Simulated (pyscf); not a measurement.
Optimised with ωB97X-D3(BJ)/def2-SVP in PySCF. MP2 and CC: frozen core, UHF for open shells. ΔMP2 is the change of the MP2 total energy from the triple- to the quadruple-zeta basis.

What is the homolytic dissociation enthalpy (298 K, CCSD(T)/def2-TZVPP + ΔMP2(QZVPP)) of the Cl–Si bond of H₂C=SiH–Cl, to [H₂C=SiH]• + Cl•?

Cl–Si to [H₂C=SiH]• + Cl•: 450.3 kJ/mol. The radicals are drawn with the spin at the cut bond; how far it spreads was not checked. H₂C=SiH–Cl lies 57.2 kJ/mol over its isomer H₃C–Si:–Cl [singlet], and others may lie lower still (electronic energy, ωB97M-D3(BJ)). Other isomers of [H₂C=SiH]• were not searched in full and may lie lower. The CCSD(T) − MP2 part came from Ansatz, without density fitting, on the same reference. An open-shell T1 diagnostic exceeds 0.045. A UHF reference is spin-contaminated (<S²> up to 1.18), which harms MP2 most. Left out: the spin-orbit lowering of Cl.
